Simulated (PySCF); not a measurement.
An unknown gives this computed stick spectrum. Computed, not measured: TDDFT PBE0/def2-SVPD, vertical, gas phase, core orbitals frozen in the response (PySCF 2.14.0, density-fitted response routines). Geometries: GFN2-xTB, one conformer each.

```tsv
state	ν̃ (cm⁻¹)	f	main configurations (H = HOMO, L = LUMO)
S1	62830	0.0000	H-2→L+1 (43%), H→L+2 (29%), H-1→L (10%)
S2	63200	0.0008	H-1→L+1 (59%), H-2→L+5 (12%), H-2→L (12%)
S3	65520	0.016	H→L+1 (50%), H-2→L+2 (32%), H-1→L+3 (8%)
S4	65630	0.0000	H→L+2 (55%), H-2→L+1 (25%)
S5	66250	0.0000	H-1→L+2 (35%), H→L (28%), H-3→L+1 (19%)
S6	67250	0.0014	H-3→L+2 (51%), H→L+3 (29%), H-1→L+1 (10%)
S7	69900	0.0000	H-1→L (81%), H-2→L+1 (16%)
S8	69980	0.0000	H→L (66%), H-3→L+1 (20%)
```

Triplets computed (Tamm–Dancoff): 6.40, 6.46, 6.97 eV.

Orbital energies (eV): HOMO-3 -10.45, HOMO-2 -10.11, HOMO-1 -10.03, HOMO -9.92, LUMO -0.20, LUMO+1 -0.11, LUMO+2 0.05.

Problem. Which structure fits? All have the formula C4H4N2.
A. `N#CCCC#N`
B. `N#CC[C@H]1C=N1`
C. `c1ccnnc1`

Solution. A. Its S1, at 7.79 eV, is the highest among the candidates; the nearest of the others has S1 at 5.03 eV. S1 is HOMO-2→LUMO+1 (43%), HOMO→LUMO+2 (29%), HOMO-1→LUMO (10%). Löwdin shares by element: HOMO nitrogen 48%, carbon 34% or more (atoms not listed hold the other 18%); LUMO carbon 63% (atoms not listed hold the other 37%). At the same level the other candidates give, for their lowest levels:
- `N#CC[C@H]1C=N1`: 5.03 eV (f 0.000); 6.82 eV (f 0.019); 7.35 eV (f 0.001); 7.64 eV (f 0.014); 7.73 eV (f 0.027); T1 4.23 eV; HOMO -8.37, LUMO -1.30 eV
- `c1ccnnc1`: 3.42 eV (f 0.004); 3.90 eV (f 0.000); 5.84 eV (f 0.000); 5.88 eV (f 0.022); 6.34 eV (f 0.005); T1 2.63 eV; HOMO -6.64, LUMO -1.50 eV

Conformer computed: `[N:1]#[C:2][CH2:3][CH2:4][C:5]#[N:6]`: C2–C3–C4–C5 180°.
